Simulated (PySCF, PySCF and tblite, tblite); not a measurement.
# 2,2,2-trifluoroethanol (C₂H₃F₃O): conformers and averaged spectra, part 1 of 2

Which conformers does 2,2,2-trifluoroethanol (C₂H₃F₃O) (`OCC(F)(F)F`) populate, and what do their averaged NMR parameters look like?

Programs: PySCF 2.14.0 with density-fitted response routines of our own, and tblite 0.8.0. All values are computed, except where a source is named. Atoms count from 0 throughout.

### Step 1. The starting structure

9 atoms, charge 0, multiplicity 1; geometry from: MMFF94s geometry.

Bonds of the start (Å): C1–C2 1.53, C1–H7 1.08, C1–H8 1.11, C2–F3 1.37, C2–F4 1.35, C2–F5 1.35, O0–C1 1.43, O0–H6 0.98.

### Step 2. GFN2-xTB relaxation, conformer 1

Job settings and geometry (Å):

```
{"job": {"xc": "GFN2-xTB", "basis": "xTB", "kind": "relax"}, "charge": 0, "multiplicity": 1}
O     -0.009400     1.567100     0.540600
C      0.588300     0.416600    -0.056900
C     -0.282600    -0.835300    -0.022400
F     -1.484800    -0.560200    -0.619600
F     -0.535600    -1.256300     1.239700
F      0.277700    -1.849600    -0.706200
H     -0.924400     1.636800     0.183900
H      0.853800     0.671800    -1.076400
H      1.530600     0.215100     0.492100
```

On the command line:

```bash
OMP_NUM_THREADS=1 python ens_run.py task.json out
```

This one command runs the whole study; its stages follow in the order run.

Standard output:

```text
step      E/eV     max force
  0    -654.94404    1.350
  1    -655.00500    0.520
  2    -655.02167    0.352
  3    -655.03071    0.283
  4    -655.03441    0.136
  5    -655.03632    0.127
  6    -655.03754    0.083
  7    -655.03805    0.067
  8    -655.03835    0.054
  9    -655.03854    0.045
 10    -655.03870    0.042
 11    -655.03886    0.041
 12    -655.03910    0.051
 13    -655.03939    0.055
 14    -655.03965    0.044
 15    -655.03986    0.039
 16    -655.03986    0.039
 17    -655.03996    0.032
 18    -655.04020    0.024
 19    -655.04023    0.020
 20    -655.04030    0.019
 21    -655.04032    0.019
 22    -655.04038    0.023
 23    -655.04043    0.023
 24    -655.04048    0.022
 25    -655.04053    0.018
 26    -655.04057    0.018
 27    -655.04061    0.018
 28    -655.04064    0.014
 29    -655.04066    0.017
 30    -655.04069    0.015
 31    -655.04071    0.009
 32    -655.04072    0.009
 33    -655.04073    0.009
 34    -655.04074    0.009
 35    -655.04075    0.008
 36    -655.04076    0.008
 37    -655.04076    0.007
 38    -655.04076    0.004
 39    -655.04076    0.005
 40    -655.04077    0.005
 41    -655.04077    0.005
 42    -655.04077    0.005
 43    -655.04078    0.005
 44    -655.04078    0.006
 45    -655.04078    0.006
 46    -655.04079    0.007
 47    -655.04079    0.008
 48    -655.04080    0.010
 49    -655.04081    0.013
 50    -655.04083    0.013
 51    -655.04084    0.007
 52    -655.04084    0.006
 53    -655.04085    0.004
```

Wall time 0.28 s (1 thread of Arm Neoverse N1, shared host).

Relaxing gained 0.097 eV and moved the atoms by 0.05 Å on average (rms).

GFN2-xTB relaxation, conformer 2:

Job settings and geometry (Å):

```
{"job": {"xc": "GFN2-xTB", "basis": "xTB", "kind": "relax"}, "charge": 0, "multiplicity": 1}
O      0.992500     1.254700     0.023500
C      0.533200    -0.098400    -0.033500
C     -0.973500    -0.259300     0.021400
F     -1.579100     0.358200    -1.040200
F     -1.509400     0.248700     1.162100
F     -1.323300    -1.568800    -0.034000
H      1.956800     1.248900    -0.011100
H      0.930300    -0.544400    -0.941300
H      0.985900    -0.633600     0.828100
```

Standard output:

```text
step      E/eV     max force
  0    -654.79924    1.630
  1    -654.87330    0.578
  2    -654.89786    0.619
  3    -654.91326    0.280
  4    -654.92120    0.243
  5    -654.92759    0.278
  6    -654.93432    0.280
  7    -654.93751    0.115
  8    -654.93876    0.127
  9    -654.93953    0.126
 10    -654.94050    0.113
 11    -654.94155    0.114
 12    -654.94256    0.110
 13    -654.94339    0.087
 14    -654.94407    0.086
 15    -654.94455    0.070
 16    -654.94481    0.036
 17    -654.94481    0.036
 18    -654.94489    0.027
 19    -654.94500    0.021
 20    -654.94503    0.017
 21    -654.94506    0.008
 22    -654.94507    0.009
 23    -654.94507    0.007
 24    -654.94508    0.005
 25    -654.94508    0.004
 26    -654.94508    0.005
 27    -654.94508    0.005
 28    -654.94508    0.004
 29    -654.94509    0.004
```

It took 0.14 s on 1 thread of Arm Neoverse N1, shared host.

The energy fell by 0.146 eV, and the atoms moved 0.07 Å (root mean square).

### Step 3. Shieldings, conformer 1: PBE0/pcSseg-1

Job settings and geometry (Å):

```
{"job": {"xc": "PBE0", "basis": "pcSseg-1", "kind": "nmr", "pop": true}, "charge": 0, "multiplicity": 1}
O     -0.037667     1.513134     0.572217
C      0.589090     0.434857    -0.044673
C     -0.282815    -0.823940    -0.021415
F     -1.483570    -0.584484    -0.579138
F     -0.514716    -1.281254     1.210129
F      0.276654    -1.823360    -0.716583
H     -0.877838     1.705205     0.135401
H      0.839897     0.635679    -1.096561
H      1.504526     0.230156     0.515444
```

Standard output:

```text
coarse grid: 8376 points
cycle   1  E = -452.0504865395  dE =  9.444e-01  |g| = 1.017e+00  |ddm| = 2.485e+00
cycle   2  E = -451.8501047590  dE =  2.004e-01  |g| = 1.535e+00  |ddm| = 1.268e+00
cycle   3  E = -452.2225184152  dE = -3.724e-01  |g| = 5.274e-02  |ddm| = 7.971e-01
cycle   4  E = -452.2228725539  dE = -3.541e-04  |g| = 3.254e-02  |ddm| = 5.097e-02
cycle   5  E = -452.2230739955  dE = -2.014e-04  |g| = 7.438e-03  |ddm| = 2.187e-02
cycle   6  E = -452.2230817317  dE = -7.736e-06  |g| = 2.418e-03  |ddm| = 4.549e-03
final grid: 84552 points
cycle   7  E = -452.2873156107  dE = -3.486e-05  |g| = 8.771e-03  |ddm| = 1.710e-02
cycle   8  E = -452.2873015768  dE =  1.403e-05  |g| = 1.279e-02  |ddm| = 1.117e-02
cycle   9  E = -452.2873284822  dE = -2.691e-05  |g| = 3.530e-04  |ddm| = 6.635e-03
cycle  10  E = -452.2873284999  dE = -1.769e-08  |g| = 1.969e-04  |ddm| = 3.810e-04
cycle  11  E = -452.2873285076  dE = -7.623e-09  |g| = 4.742e-05  |ddm| = 1.403e-04
cycle  12  E = -452.2873285078  dE = -2.831e-10  |g| = 1.474e-05  |ddm| = 2.892e-05
converged SCF energy = -452.2873285078

GIAO shielding tensors (ppm)
atom      isotropic    diamagn.    paramagn.     s11        s22        s33       span
  0 O      322.278     386.601     -64.323    289.999    303.033    373.803     83.804
  1 C      119.085     244.410    -125.324     97.391    112.476    147.389     49.998
  2 C       53.177     241.203    -188.026     49.495     53.806     56.230      6.735
  3 F      270.013     474.231    -204.218    179.703    276.836    353.501    173.798
  4 F      264.597     472.747    -208.150    180.752    266.493    346.546    165.794
  5 F      265.432     472.312    -206.881    180.092    271.973    344.230    164.138
  6 H       30.631      31.205      -0.574     21.291     28.571     42.032     20.740
  7 H       27.494      28.579      -1.086     23.018     27.628     31.835      8.817
  8 H       27.512      27.704      -0.192     23.788     27.384     31.364      7.576
```

Wall time 16 s (1 thread of Arm Neoverse N1, shared host); peak memory 0.53 GiB.

In short: HOMO -8.77 eV, LUMO 1.17 eV; dipole 1.65 D.

The fields below are evaluated on a grid from the run's orbitals.

Frontier orbitals at PBE0/pcSseg-1, with the share of their density that lies nearest to each atom:

```csv
orbital,energy (eV),lies on
HOMO,-8.77,"O0 66 %; H7 11 %; C1, C2 about 6 % each"
LUMO,1.17,H6 44 %; O0 16 %; H7 15 %
```

ELF in a plane through or near 3 of the atoms.

Values, 10 rows by 14 columns:
```
0.00 0.00 0.00 0.00 0.00 0.00 0.00 0.00 0.00 0.00 0.00 0.00 0.00 0.00
0.00 0.00 0.00 0.00 0.00 0.00 0.00 0.00 0.00 0.00 0.00 0.00 0.00 0.00
0.00 0.00 0.00 0.00 0.13 0.05 0.00 0.21 0.36 0.23 0.03 0.00 0.00 0.00
0.00 0.00 0.00 0.26 0.93 0.89 0.02 0.43 0.70 0.41 0.06 0.00 0.00 0.00
0.00 0.00 0.11 0.45 0.82 0.71 0.14 0.38 0.27 0.30 0.04 0.02 0.00 0.00
0.00 0.00 0.26 0.75 0.82 0.80 0.25 0.96 0.28 0.69 0.64 0.44 0.05 0.00
0.00 0.00 0.00 0.08 0.06 0.44 0.60 0.40 0.11 0.74 0.85 0.40 0.03 0.00
0.00 0.00 0.00 0.00 0.03 0.30 0.66 0.33 0.01 0.20 0.22 0.03 0.00 0.00
0.00 0.00 0.00 0.00 0.00 0.02 0.07 0.03 0.00 0.00 0.00 0.00 0.00 0.00
0.00 0.00 0.00 0.00 0.00 0.00 0.00 0.00 0.00 0.00 0.00 0.00 0.00 0.00
```
The map spans 8.8 Å across and 7.9 Å up, centred on the molecule. Atoms in the plane (x, y in Å): C1 (-0.5, -0.5), C2 (0.9, 0.2), H6 (-1.6, 1.1).

On the surface of density 0.002 e/bohr³ the electrostatic potential runs, from the 1st to the 99th percentile, from -1.24 V near O0 to 2.34 V near H6.

### Step 4. Shieldings, conformer 2: PBE0/pcSseg-1

Job settings and geometry (Å):

```
{"job": {"xc": "PBE0", "basis": "pcSseg-1", "kind": "nmr", "pop": false}, "charge": 0, "multiplicity": 1}
O      0.918037     1.224851     0.024869
C      0.582294    -0.130388    -0.027302
C     -0.940234    -0.234712     0.016773
F     -1.527858     0.376621    -1.011863
F     -1.458753     0.273409     1.134854
F     -1.318555    -1.525007    -0.033047
H      1.875639     1.324651    -0.003333
H      0.912666    -0.610067    -0.959394
H      0.970326    -0.693364     0.833264
```

Standard output:

```text
coarse grid: 8376 points
cycle   1  E = -452.0503503620  dE =  9.516e-01  |g| = 1.009e+00  |ddm| = 2.492e+00
cycle   2  E = -451.8772059173  dE =  1.731e-01  |g| = 1.480e+00  |ddm| = 1.290e+00
cycle   3  E = -452.2197872807  dE = -3.426e-01  |g| = 5.595e-02  |ddm| = 7.931e-01
cycle   4  E = -452.2202178520  dE = -4.306e-04  |g| = 3.033e-02  |ddm| = 5.147e-02
cycle   5  E = -452.2203946720  dE = -1.768e-04  |g| = 6.912e-03  |ddm| = 2.101e-02
cycle   6  E = -452.2204017576  dE = -7.086e-06  |g| = 2.118e-03  |ddm| = 4.224e-03
final grid: 84552 points
cycle   7  E = -452.2836002911  dE = -3.402e-05  |g| = 7.759e-03  |ddm| = 1.623e-02
cycle   8  E = -452.2835906009  dE =  9.690e-06  |g| = 1.107e-02  |ddm| = 9.592e-03
cycle   9  E = -452.2836105782  dE = -1.998e-05  |g| = 4.517e-04  |ddm| = 5.633e-03
cycle  10  E = -452.2836106118  dE = -3.364e-08  |g| = 1.929e-04  |ddm| = 4.605e-04
cycle  11  E = -452.2836106186  dE = -6.821e-09  |g| = 6.121e-05  |ddm| = 1.485e-04
cycle  12  E = -452.2836106191  dE = -4.942e-10  |g| = 1.434e-05  |ddm| = 3.489e-05
converged SCF energy = -452.2836106191

GIAO shielding tensors (ppm)
atom      isotropic    diamagn.    paramagn.     s11        s22        s33       span
  0 O      321.462     385.911     -64.449    283.576    291.621    389.189    105.613
  1 C      118.855     244.185    -125.330    103.271    105.183    148.111     44.840
  2 C       54.112     239.305    -185.193     51.064     53.382     57.888      6.824
  3 F      263.290     472.313    -209.022    179.429    266.441    344.000    164.571
  4 F      263.257     472.326    -209.069    179.410    266.333    344.028    164.619
  5 F      260.294     472.336    -212.042    174.566    258.145    348.169    173.603
  6 H       31.034      29.874       1.160     21.556     26.775     44.772     23.217
  7 H       27.400      28.498      -1.098     23.379     27.401     31.421      8.042
  8 H       27.398      28.499      -1.101     23.380     27.397     31.419      8.039
```

Wall time 9.8 s (1 thread of Arm Neoverse N1, shared host); peak memory 0.54 GiB.

In short: HOMO -8.69 eV, LUMO 0.82 eV; dipole 3.49 D.

(Continued in part 2 of 2.)
